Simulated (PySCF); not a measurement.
ammonia (H3N), SMILES N.

Coordinates come from a PBE-D3(BJ)/def2-TZVPD optimisation.

Two levels are set side by side: TDDFT-PBE/def2-TZVPD (PySCF) and TDDFT-LC-ωPBE/def2-TZVPD (PySCF). Vertical, same geometry. The lowest singlet is HOMO→LUMO 100 % with PBE and HOMO→LUMO 96 % with the other functional; states are paired by order. Differences are taken from unrounded values.

| quantity | TDDFT-LC-ωPBE | TDDFT-PBE | TDDFT-PBE minus TDDFT-LC-ωPBE |
|---|---|---|---|
| lowest singlet excitation (eV) | 6.96 | 5.95 | -1.00 |
| lowest triplet excitation (TDA) (eV) | 6.52 | 5.57 | -0.95 |
| first bright state (f over 0.05) (eV) | 6.96 | 5.95 | -1.00 |
| its oscillator strength | 0.08 | 0.08 | 0.00 |

A lower first singlet is the usual sign of a functional without exact exchange. Differences between two approximate levels are no errors against the true value.

Rough cost on one machine, each run with all the roots and properties that it gave: TDDFT-LC-ωPBE against TDDFT-PBE within a factor of 2.
